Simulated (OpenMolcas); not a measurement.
# AlH3F− (SMILES [H][Al-]([H])([H])[F]), step by step

Wanted: the energy (UHF/STO-3G), then a single-point energy (CASSCF(2,2)/STO-3G), then the energy (CASPT2(2,2)/STO-3G), then a single-point energy (SC-NEVPT2(2,2)/STO-3G), then the energy (MRCI(2,2)/STO-3G) of AlH3F−. 

Program for the calculation: OpenMolcas 26.06.

3 further runs of the same task are left out: 1 for a known fault of the program, 2 that didn't finish.

### Step 1. The system as given

AlH3F−: 5 atoms, total charge -1, spin state singlet. As SMILES, `[H][Al-]([H])([H])[F]`. The Al1–H5 distance was set to 4.035 Å, away from the relaxed value. At this shape a bond of the SMILES string is far longer than usual.

Bond lengths: Al1–F2 1.696 Å, Al1–H3 1.614 Å, Al1–H4 1.615 Å. Angles: F2–Al1–H3 108.1°, F2–Al1–H4 108.2°, H3–Al1–H4 110.7°.

### Step 2. A single-point energy at UHF/STO-3G (run 1)

Contents of step1.inp:

```
&GATEWAY
  BasLib
  $CurrDir
  Coord
  5
  angstrom
  Al       1.147856       1.987972       0.731507
  F        1.159866       1.968412       2.426987
  H        2.678306       1.999252       0.218727
  H        0.373866       3.320382       0.249217
  H       -0.766190      -1.324970      -0.550240
  Basis
  STO-3G
  Group
  NoSym

&SEWARD

&SCF
  UHF
  Charge
  -1
  Scramble
  0.25
  PrOrbitals
  1 1
```

The basis set STO-3G is read from a file made from the Basis Set Exchange's data (not shown).

The run is started by

```
$ export MOLCAS_MEM=1860
$ pymolcas step1.inp > step1.log
```

Output:

```text
--- Start Module: gateway ---
[...]
--- Stop Module: gateway /rc=_RC_ALL_IS_WELL_ ---
--- Start Module: seward ---
[...]
      Basis functions           17
--- Stop Module: seward /rc=_RC_ALL_IS_WELL_ ---
--- Start Module: scf ---
[...]
       Convergence after  19 Iterations
[...]
::    Total SCF energy                               -338.4439772676
[...]
      Total spin, S                                     0.6149842530
[...]
      Total electronic charge=   26.000000
      Total            charge=   -1.000000
[...]
      Dipole Moment (debye):
      Origin of the operator (angstrom)=    1.1287    1.9399    1.3420
                   X= -1.1578E+00               Y= -2.0578E+00               Z=  1.5307E+00           Total=  2.8139E+00
      Center of Charge (angstrom)
[...]
--- Stop Module: scf /rc=_RC_ALL_IS_WELL_ ---
[...]
```

It took 2 s on 1 thread of Arm Neoverse V1, shared host; peak memory 0.37 GiB.

### Step 3. The energy at CASSCF(2,2)/STO-3G (run 2)

Contents of step2.input:

```
* AlFH3 CASSCF

&GATEWAY
  BasLib=$CurrDir
  Coord
  5
  angstrom
  Al       1.147856       1.987972       0.731507
  F        1.159866       1.968412       2.426987
  H        2.678306       1.999252       0.218727
  H        0.373866       3.320382       0.249217
  H       -0.766190      -1.324970      -0.550240
  Basis=STO-3G
  Group=NoSym

&SEWARD

&RASSCF
  FileOrb=$CurrDir/step1.UnaOrb
  Spin=1
  Nactel=2 0 0
  Inactive=12
  Ras2=2
  OrbListing=Nothing
```

The basis set STO-3G is read from a file made from the Basis Set Exchange's data (not shown).

The run is started by

```
$ export MOLCAS_MEM=1860
$ pymolcas step2.input > step2.log
```

Output:

```text
--- Start Module: gateway ---
[...]
--- Stop Module: gateway /rc=_RC_ALL_IS_WELL_ ---
--- Start Module: seward ---
[...]
      Basis functions           17
--- Stop Module: seward /rc=_RC_ALL_IS_WELL_ ---
--- Start Module: rasscf ---
[...]
      Number of active orbitals                  2
[...]
      Spin quantum number                      0.0
[...]
      Active orbitals                            2
[...]
      Number of CSFs                             3
[...]
      Number of root(s) required                 1
[...]
      Convergence after  7 iterations
[...]
      printout of CI-coefficients larger than  0.05 for root  1
      energy=    -338.444440
      conf/sym  11     Coeff  Weight
             1  20  -0.76868 0.59087
             3  02   0.63963 0.40913
      Natural orbitals and occupation numbers for root  1
      sym 1:   1.181745   0.818255
      ************************************************************************************************************************
      *                                                    Final results                                                     *
[...]
::    RASSCF root number  1 Total energy:   -338.44443954
[...]
      Total electronic charge=   26.000000
      Total            charge=   -1.000000
[...]
      Dipole Moment (debye):
      Origin of the operator (angstrom)=    1.1287    1.9399    1.3420
                   X= -1.0922E+00               Y= -1.9441E+00               Z=  1.5697E+00           Total=  2.7270E+00
      Center of Charge (angstrom)
[...]
--- Stop Module: rasscf /rc=_RC_ALL_IS_WELL_ ---
[...]
```

It took 1.8 s on 1 thread of Arm Neoverse V1, shared host; peak memory 0.37 GiB.

### Step 4. A single-point energy at CASPT2(2,2)/STO-3G (run 3)

Contents of step3.input:

```
&GATEWAY
  BasLib=$CurrDir
  Coord
  5
  angstrom
  Al       1.147856       1.987972       0.731507
  F        1.159866       1.968412       2.426987
  H        2.678306       1.999252       0.218727
  H        0.373866       3.320382       0.249217
  H       -0.766190      -1.324970      -0.550240
  Basis=STO-3G
  Group=NoSym

&SEWARD

&RASSCF
  FileOrb=$CurrDir/step2.RasOrb
  Spin=1
  Nactel=2 0 0
  Inactive=12
  Ras2=2
  OrbListing=Nothing

&CASPT2
  Imaginary=0.1
  Frozen=6
```

The basis set STO-3G is read from a file made from the Basis Set Exchange's data (not shown).

The run is started by

```
$ export MOLCAS_MEM=1860
$ pymolcas step3.input > step3.log
```

Output:

```text
--- Start Module: gateway ---
[...]
--- Stop Module: gateway /rc=_RC_ALL_IS_WELL_ ---
[...]
      Basis functions           17
[...]
--- Start Module: rasscf ---
[...]
      Number of active orbitals                  2
[...]
      Spin quantum number                      0.0
[...]
      Active orbitals                            2
[...]
      Number of CSFs                             3
[...]
      Number of root(s) required                 1
[...]
      Convergence after  4 iterations
[...]
      printout of CI-coefficients larger than  0.05 for root  1
      energy=    -338.444440
      conf/sym  11     Coeff  Weight
             1  20  -0.76868 0.59087
             3  02   0.63963 0.40913
      Natural orbitals and occupation numbers for root  1
      sym 1:   1.181744   0.818256
      ************************************************************************************************************************
      *                                                    Final results                                                     *
[...]
::    RASSCF root number  1 Total energy:   -338.44443954
[...]
      Total electronic charge=   26.000000
      Total            charge=   -1.000000
[...]
      Dipole Moment (debye):
      Origin of the operator (angstrom)=    1.1287    1.9399    1.3420
                   X= -1.0922E+00               Y= -1.9441E+00               Z=  1.5697E+00           Total=  2.7270E+00
      Center of Charge (angstrom)
[...]
--- Stop Module: rasscf /rc=_RC_ALL_IS_WELL_ ---
--- Start Module: caspt2 ---
[...]
 ###    WARNING: User changed nr of frozen orbitals.                         ###
 ###############################################################################
[...]
      E2 (Variational):          -0.0358916515
      Total energy:            -338.4803311943
[...]
      Reference weight:           0.98187
[...]
::    CASPT2 Root  1     Total energy:   -338.48033119
[...]
--- Stop Module: caspt2 /rc=_RC_ALL_IS_WELL_ ---
[...]
```

Wall time 1.8 s (1 thread of Arm Neoverse V1, shared host); peak memory 0.37 GiB.

### Step 5. The energy at SC-NEVPT2(2,2)/STO-3G (run 4)

Contents of step4.input:

```
* AlFH3 NEVPT2
>>> EXPORT MOLCAS_PRINT=2

&GATEWAY
  BASLIB
  $CurrDir
  COORD
  5
  angstrom
  Al       1.147856       1.987972       0.731507
  F        1.159866       1.968412       2.426987
  H        2.678306       1.999252       0.218727
  H        0.373866       3.320382       0.249217
  H       -0.766190      -1.324970      -0.550240
  BASIS
  STO-3G
  GROUP
  NoSym

&SEWARD

&RASSCF
  FILEORB
  $CurrDir/step2.RasOrb
  SPIN
  1
  NACTEL
  2 0 0
  INACTIVE
  12
  RAS2
  2
  ORBLISTING
  Nothing

&CASPT2
  SC-NEVPT2
  FROZEN
  6
```

The basis set STO-3G is read from a file made from the Basis Set Exchange's data (not shown).

The run is started by

```
$ export MOLCAS_MEM=1860
$ pymolcas step4.input > step4.log
```

Output:

```text
--- Start Module: gateway ---
[...]
--- Stop Module: gateway /rc=_RC_ALL_IS_WELL_ ---
[...]
      Basis functions           17
[...]
--- Start Module: rasscf ---
[...]
      Number of active orbitals                  2
[...]
      Spin quantum number                      0.0
[...]
      Active orbitals                            2
[...]
      Number of CSFs                             3
[...]
      Number of root(s) required                 1
[...]
      Convergence after  4 iterations
[...]
      printout of CI-coefficients larger than  0.05 for root  1
      energy=    -338.444440
      conf/sym  11     Coeff  Weight
             1  20  -0.76868 0.59087
             3  02   0.63963 0.40913
      Natural orbitals and occupation numbers for root  1
      sym 1:   1.181744   0.818256
      ************************************************************************************************************************
      *                                                    Final results                                                     *
[...]
::    RASSCF root number  1 Total energy:   -338.44443954
[...]
      Total electronic charge=   26.000000
      Total            charge=   -1.000000
[...]
      Dipole Moment (debye):
      Origin of the operator (angstrom)=    1.1287    1.9399    1.3420
                   X= -1.0922E+00               Y= -1.9441E+00               Z=  1.5697E+00           Total=  2.7270E+00
      Center of Charge (angstrom)
[...]
--- Stop Module: rasscf /rc=_RC_ALL_IS_WELL_ ---
--- Start Module: caspt2 ---
[...]
 ###    WARNING: User changed nr of frozen orbitals.                         ###
 ###############################################################################
[...]
      E2 (Variational):          -0.0351426991
[...]
      E2 (Variational):          -0.0351358043
      Total energy:            -338.4795753471
[...]
      Reference weight:           0.98270
[...]
::    SC-NEVPT2 Root  1     Total energy:   -338.47957535
[...]
--- Stop Module: caspt2 /rc=_RC_ALL_IS_WELL_ ---
[...]
```

Wall time 1.8 s (1 thread of Arm Neoverse V1, shared host); peak memory 0.37 GiB.

### Step 6. The energy at MRCI(2,2)/STO-3G (run 5)

Contents of step5.inp:

```
&GATEWAY
  BasLib=$CurrDir
  Coord
  5
  angstrom
  Al       1.147856       1.987972       0.731507
  F        1.159866       1.968412       2.426987
  H        2.678306       1.999252       0.218727
  H        0.373866       3.320382       0.249217
  H       -0.766190      -1.324970      -0.550240
  Basis=STO-3G
  Group=NoSym

&SEWARD

&RASSCF
  FileOrb=$CurrDir/step2.RasOrb
  Spin=1
  Nactel=2 0 0
  Inactive=12
  Ras2=2
  OrbListing=Nothing

&MOTRA
  LumOrb
  Frozen=6

&GUGA
  Electrons=14
  Spin=1
  Inactive=6
  Active=2
  CIAll=1

&MRCI
  SDCI
```

The basis set STO-3G is read from a file made from the Basis Set Exchange's data (not shown).

The run is started by

```
$ export MOLCAS_MEM=1860
$ pymolcas step5.inp > step5.log
```

Output:

```text
--- Start Module: gateway ---
[...]
--- Stop Module: gateway /rc=_RC_ALL_IS_WELL_ ---
[...]
      Basis functions           17
[...]
      Number of active orbitals                  2
[...]
      Spin quantum number                      0.0
[...]
      Active orbitals                            2
[...]
      Number of CSFs                             3
[...]
      Number of root(s) required                 1
[...]
      Convergence after  4 iterations
[...]
      printout of CI-coefficients larger than  0.05 for root  1
      energy=    -338.444440
      conf/sym  11     Coeff  Weight
             1  20  -0.76868 0.59087
             3  02   0.63963 0.40913
      Natural orbitals and occupation numbers for root  1
      sym 1:   1.181744   0.818256
      ************************************************************************************************************************
      *                                                    Final results                                                     *
[...]
::    RASSCF root number  1 Total energy:   -338.44443954
[...]
      Dipole Moment (debye):
      Origin of the operator (angstrom)=    1.1287    1.9399    1.3420
                   X= -1.0922E+00               Y= -1.9441E+00               Z=  1.5697E+00           Total=  2.7270E+00
      Center of Charge (angstrom)
[...]
      *** WARNING: Default frozen orbitals is overwritten by user input.
      *** Default values:   3
[...]
--- Start Module: guga ---
[...]
--- Stop Module: guga /rc=_RC_ALL_IS_WELL_ ---
--- Start Module: mrci ---
[...]
       (But an ACPF correction will be computed)
       USE THE DEFAULT ACPF G-VALUE GFAC=  0.14285714285714285
[...]
                      CI ENERGY:  -338.49216050
[...]
                ACPF CORRECTION:    -0.00149335
[...]
      Total electronic charge=   26.000000
      Total            charge=   -1.000000
[...]
     ACPF CORRECTION:     -0.00149335
[...]
  CI State   1     Total energy:   -338.49216050     QDav:     -0.00175138     QACPF:     -0.00149335
[...]
--- Stop Module: mrci /rc=_RC_ALL_IS_WELL_ ---
[...]
```

Run time: 1.9 s. Hardware: 1 thread of Arm Neoverse V1, shared host; peak memory 0.37 GiB.

### Step 7. Results

| quantity | value |
| --- | --- |
| run 1, UHF/STO-3G: total energy | -338.44398 Eh |
| run 1, UHF/STO-3G: HOMO energy | 5.00 eV |
| run 1, UHF/STO-3G: LUMO energy | 11.37 eV |
| run 1, UHF/STO-3G: HOMO–LUMO gap (to an unbound level, set by the basis) | 6.37 eV |
| run 1, UHF/STO-3G: ⟨S²⟩ | 0.993 |
| run 2, CASSCF(2,2)/STO-3G: total energy | -338.44444 Eh |
| run 3, CASPT2(2,2)/STO-3G: total energy | -338.48033 Eh |
| run 4, SC-NEVPT2(2,2)/STO-3G: total energy | -338.47958 Eh |
| run 5, MRCI(2,2)/STO-3G: total energy | -338.49216 Eh |

⟨S²⟩ (run 1, UHF/STO-3G) is 0.99 where a pure singlet has 0.00: the reference is spin-contaminated. Mulliken charges (run 1, UHF/STO-3G) run from -0.50 on F2 to +0.41 on Al1; they depend strongly on the basis. The HOMO (run 1, UHF/STO-3G) lies at positive energy, 5.00 eV: the electron is unbound at this level or held by a compact basis; values depend on the basis. Mulliken charges (run 3, CASPT2(2,2)/STO-3G) of the CASSCF density run from -0.50 on F2 to +0.42 on Al1. Mulliken charges (run 4, SC-NEVPT2(2,2)/STO-3G) of the CASSCF density run from -0.50 on F2 to +0.42 on Al1; they depend strongly on the basis.
